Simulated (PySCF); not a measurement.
# `FC=C=CF`, C₃H₂F₂

Geometry:
```
atom   x (Å)   y (Å)   z (Å)
  F1   2.155  -0.855   0.040
  C2   1.244   0.070   0.359
  C3   0.001  -0.010  -0.004
  C4  -1.239   0.010  -0.388
  F5  -2.227  -0.545   0.321
  H6   1.664   0.875   0.953
  H7  -1.595   0.463  -1.307
```

Computed with quadratic response CAM-B3LYP/aug-cc-pVTZ first hyperpolarisability, Taylor convention, gas phase (PySCF 2.14.0). Geometry: PBE0-D3(BJ)/def2-TZVP.

**Question.** Give the tensor of the second harmonic β(−2ω;ω,ω) at 1907 nm in the axes of these coordinates.

**Answer.** In au, Taylor convention; rows are the first index (the induced dipole):
|  | xx | yy | zz | xy | xz | yz |
| --- | --- | --- | --- | --- | --- | --- |
| x | -7.1 | -0.7 | +3.0 | -45.3 | +11.3 | -6.4 |
| y | -44.5 | -38.3 | -6.7 | -0.7 | -6.4 | +8.3 |
| z | +11.1 | +8.2 | +4.8 | -6.5 | +3.0 | -6.9 |

Norm of βᵢ = ⅓ Σⱼ (βᵢⱼⱼ + βⱼᵢⱼ + βⱼⱼᵢ): 93.5 au, hyper-Rayleigh value 38.5 au.
